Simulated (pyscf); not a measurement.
Optimised with ωB97X-D3(BJ)/def2-SVP in PySCF.

Problem. Estimate the classical barrier height and the reaction energy of `[NH2][Zr]([NH2])([NH2])[OH]` + `[H]` [doublet] → `[NH][Zr]([NH2])([NH2])[OH]` [doublet] + `[H][H]` at M06-2X/def2-TZVP. The step runs on the doublet surface, breaks H–N and forms H–H; take the separated reactants as zero.

Solution. ΔE‡ = 0.77 eV, ΔE = +0.37 eV. ωB97M-D3(BJ)/def2-TZVP gives 0.70 eV and +0.35 eV. Zero-point energy shifts the barrier by -0.06 eV. It is a hydrogen abstraction, with an imaginary mode of 1229i cm⁻¹. One saddle was located; it need not be the lowest between these sides. The angle at the transferred H is 167°. Open-shell species with a d-block atom are single-reference here; other states, and whether the spin sits on metal or ligand, were not checked. Elements past Kr carry the def2 core potentials, without spin-orbit coupling.
